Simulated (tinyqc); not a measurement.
RHF in the sto-6g basis, for BH3, spin multiplicity 1, step by step. One step of it, computed by the program tinyqc.

Problem. Iteration 7 (converged): orbitals. Diagonalise F' = X^T F X, C = X C', fill 4 alpha and 4 beta electrons from the bottom; D = 2 C_occ C_occ^T. Each column has its largest component positive (the first on a tie).

converged F (hartree):
```
            1B 1s      1B 2s     1B 2px     1B 2py     1B 2pz      2H 1s      3H 1s      4H 1s
1B 1s   -7.545018  -2.113327   0.000001   0.000000  -0.000552  -0.289227  -0.289481  -0.289481
1B 2s   -2.113327  -0.975564   0.000063   0.000000   0.003947  -0.395737  -0.395920  -0.395920
1B 2px   0.000001   0.000063  -0.078617   0.000000  -0.000004  -0.334790   0.167471   0.167471
1B 2py   0.000000   0.000000   0.000000  -0.078668   0.000000   0.000000  -0.289996   0.289996
1B 2pz  -0.000552   0.003947  -0.000004   0.000000   0.238251   0.005306   0.005311   0.005311
2H 1s   -0.289227  -0.395737  -0.334790   0.000000   0.005306  -0.261990  -0.057743  -0.057743
3H 1s   -0.289481  -0.395920   0.167471  -0.289996   0.005311  -0.057743  -0.262133  -0.057815
4H 1s   -0.289481  -0.395920   0.167471   0.289996   0.005311  -0.057743  -0.057815  -0.262133
```

X:
```
                1          2          3          4          5          6          7          8
1B 1s   -0.419579   0.000000  -0.000617   0.907838   0.180040   0.000200   0.000000   0.237504
1B 2s    1.146880   0.000000   0.001282  -0.013473   0.019867   0.000323   0.000000   0.514404
1B 2px  -0.001346   0.000000   0.965280   0.000022  -0.000001   0.603029   0.000000  -0.000307
1B 2py   0.000000   0.965316   0.000000   0.000000   0.000000   0.000000   0.603049   0.000000
1B 2pz  -0.025457   0.000000  -0.000023  -0.200717   0.979420  -0.000004   0.000000  -0.011324
2H 1s   -0.549586   0.000000  -0.829096  -0.236916  -0.047043   0.468555   0.000000   0.296690
3H 1s   -0.551291  -0.717583   0.413657  -0.236760  -0.047012  -0.234029   0.405620   0.297066
4H 1s   -0.551291   0.717583   0.413657  -0.236760  -0.047012  -0.234029  -0.405620   0.297066
```

Give: F' = X^T F X; orbital energies; coefficients C; D after iteration 7.

Solution.

F' = X^T F X (hartree):
```
         1       2        3        4        5        6        7        8
1   0.1781  0.0000  -0.0007   1.1927   0.2358   0.0002   0.0000   0.3957
2   0.0000  0.5198   0.0000   0.0000   0.0000   0.0000   0.0970   0.0000
3  -0.0007  0.0000   0.5197   0.0021   0.0004   0.0970   0.0000   0.0007
4   1.1927  0.0000   0.0021  -5.8533  -1.2506  -0.0018   0.0000  -2.5571
5   0.2358  0.0000   0.0004  -1.2506  -0.0186  -0.0004   0.0000  -0.5336
6   0.0002  0.0000   0.0970  -0.0018  -0.0004  -0.3796   0.0000  -0.0009
7   0.0000  0.0970   0.0000   0.0000   0.0000   0.0000  -0.3796   0.0000
8   0.3957  0.0000   0.0007  -2.5571  -0.5336  -0.0009   0.0000  -1.7854
```

orbital energies (hartree): MO1 -7.5472, MO2 -0.5822, MO3 -0.3899, MO4 -0.3899, MO5 0.2379, MO6 0.4123, MO7 0.5301, MO8 0.5301

coefficients C:
```
            MO1      MO2      MO3      MO4      MO5      MO6      MO7      MO8
1B 1s    0.9948  -0.2151   0.0000  -0.0001  -0.0147  -0.2299   0.0003   0.0000
1B 2s    0.0202   0.6505   0.0000   0.0003   0.0643   1.0737  -0.0016   0.0000
1B 2px   0.0000  -0.0001   0.0000   0.4973   0.0000   0.0012   1.0238   0.0000
1B 2py   0.0000   0.0000   0.4973   0.0000   0.0000   0.0000   0.0000   1.0238
1B 2pz   0.0000  -0.0033   0.0000   0.0000   0.9977  -0.0697   0.0001   0.0000
2H 1s   -0.0030   0.2770   0.0000   0.5537  -0.0295  -0.6109  -0.7733   0.0000
3H 1s   -0.0030   0.2772   0.4794  -0.2767  -0.0295  -0.6095   0.3880  -0.6705
4H 1s   -0.0030   0.2772  -0.4794  -0.2767  -0.0295  -0.6095   0.3880   0.6705
```

D after iteration 7:
```
          1B 1s    1B 2s   1B 2px   1B 2py   1B 2pz    2H 1s    3H 1s    4H 1s
1B 1s    2.0719  -0.2397   0.0000   0.0000   0.0014  -0.1251  -0.1251  -0.1251
1B 2s   -0.2397   0.8472   0.0001   0.0000  -0.0044   0.3605   0.3604   0.3604
1B 2px   0.0000   0.0001   0.4945   0.0000   0.0000   0.5506  -0.2753  -0.2753
1B 2py   0.0000   0.0000   0.0000   0.4945   0.0000   0.0000   0.4768  -0.4768
1B 2pz   0.0014  -0.0044   0.0000   0.0000   0.0000  -0.0019  -0.0019  -0.0019
2H 1s   -0.1251   0.3605   0.5506   0.0000  -0.0019   0.7666  -0.1529  -0.1529
3H 1s   -0.1251   0.3604  -0.2753   0.4768  -0.0019  -0.1529   0.7666  -0.1529
4H 1s   -0.1251   0.3604  -0.2753  -0.4768  -0.0019  -0.1529  -0.1529   0.7666
```
